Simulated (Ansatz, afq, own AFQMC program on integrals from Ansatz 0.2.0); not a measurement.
SiH4 + SiH, doublet: a scan with AFQMC

```xyz
7

Si   -1.5665    0.0244    0.0000
H    -2.0613    1.4241    0.0000
H    -2.0613   -0.6755    1.2122
H    -2.0613   -0.6755   -1.2122
H    -0.0818    0.0244    0.0000
Si    1.7155    0.0244    0.0000
H     2.1120   -1.4552    0.0000
```

A hydrogen atom is moved from one rigid fragment to the other; the Si1–H5 distance tells how far. The two fragments are held close together, so this isn't a minimum-energy path and the start is a compressed complex. Energies in kJ/mol count from this geometry (1.485 Å) at the same level; the start stands on UHF, each point on the determinant named.

Basis cc-pVDZ. Only valence electrons are correlated. Ansatz 0.2.0 and our own AFQMC program on the same integrals; the CISD trial comes from CCSD amplitudes, and released means the phaseless constraint is let go. ± is one standard error of the sampling.

Cautions, each for one point or more: higher spins were not checked; raised T1 diagnostic; unrestricted determinant spin contaminated.

| r(Si1–H5) / Å | det. | T1 | weight | ⟨S²⟩ | CCSD(T) | ph-AFQMC/CISD | released AFQMC | CCSDT(Q) | CCSD | r2SCAN |
| --- | --- | --- | --- | --- | --- | --- | --- | --- | --- | --- |
| 1.587 | UHF | 0.019 | 0.85 | 0.78 | 8.0 | 7.3 ± 0.5 | 7.6 ± 0.5 | 7.7 | 9.0 | 1.8 |
| 1.638 | UHF | 0.020 | 0.85 | 0.77 | 17.7 | 16.8 ± 0.4 | 17.8 ± 0.4 | 17.3 | 19.3 | 8.4 |
| 1.689 | UHF | 0.020 | 0.85 | 0.77 | 30.8 | 29.9 ± 0.5 | – | 30.1 | 33.0 | 18.4 |
| 1.740 | UHF | 0.021 | 0.85 | 0.77 | 47.0 | 46.2 ± 0.4 | 46.4 ± 0.6 | 46.0 | 50.0 | 31.9 |
| 1.842 | UHF | 0.047 | 0.80 | 1.04 | 90.8 | 88.1 ± 0.4 | 88.1 ± 0.6* | 88.1 | 96.0 | 70.1 |

Weight is that of the determinant in the CISD state; at the start T1 is 0.019 and the weight 0.85, and ⟨S²⟩ is 0.78. An asterisk marks released energies that aren't shown to be converged. A dash marks a missing value, a released energy that hasn't settled or a functional that sits on another state. Largest departures from CCSDT(Q), at the points where its series has closed: CCSD(T) 1.0 kJ/mol at 1.740 (on UHF), ph-AFQMC/CISD -0.5 kJ/mol at 1.638 (on UHF) (within the noise), released AFQMC 0.5 kJ/mol at 1.638 (on UHF) (within the noise), CCSD 4.0 kJ/mol at 1.740 (on UHF), r2SCAN -14.2 kJ/mol at 1.740. Functionals count only at points shown to share the start's state and spin. In this small basis the wave-function levels are far from their limit, so their gap to the functionals isn't the functionals' error.

Some points may be missing: those where a free walk finds a much lower state, and past Zn most of those on another determinant than at the start.

CCSDT and higher add their correlation energy to the determinant of the CCSD(T) run, since their own runs factorise the integrals more tightly (a shift of under 2 meV). A walk keeps the symmetry of its determinant, which the program's search chose and which needn't be the lowest solution, so a lower state of the same spin and another symmetry isn't excluded.
